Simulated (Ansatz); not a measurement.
# Redistribution: C4H7F + CH3Cl → C4H8 + CH2ClF

Species: C4H7F `C/C=C(/C)F`, singlet; CH3Cl (chloromethane) `CCl`, singlet; C4H8 (2-butene) `C/C=C/C`, singlet; CH2ClF (chlorofluoromethane) `FCCl`, singlet. The partners trade F for H; both sit on C, so the bond types are kept.

Shapes, held fixed at every level: PBE0-D4/def2-TZVP. Programs: Ansatz 0.2.0. The zero-point and thermal change to 298 K, harmonic and unscaled (PBE0-D4/def2-TZVP), is +0.9 kJ/mol.

Q: Estimate ΔH(298 K) of this reaction.

A: The highest level, CCSD(T)/CBS estimate, gives ΔH(298 K) = +25.1 kJ/mol; the levels span +24.3 to +28.9. The column of differences is taken from that level and isn't an error. No measured value is set beside it here. The CBS estimate extrapolates MP2 from def2-TZVPP and def2-QZVPP and adds CCSD(T) − MP2 in the triple-zeta set, cores frozen.

```csv
level,kind,ΔH(298 K) (kJ/mol),less CCSD(T)/CBS estimate
PBE0-D4/def2-TZVPP,global hybrid,+27.5,+2.4
r2SCAN0-D4/def2-TZVPP,global hybrid,+28.9,+3.8
wB97X-V/def2-TZVPP,range-separated hybrid,+27.7,+2.6
B2PLYP/def2-TZVPP,double hybrid,+25.4,+0.3
MP2/def2-TZVPP,perturbation theory,+24.3,-0.8
CCSD/def2-SVP,coupled cluster or CI,+25.5,+0.4
CCSD/def2-TZVPP,coupled cluster or CI,+24.5,-0.6
CCSD(T)/CBS estimate,coupled cluster or CI,+25.1,0.0
```
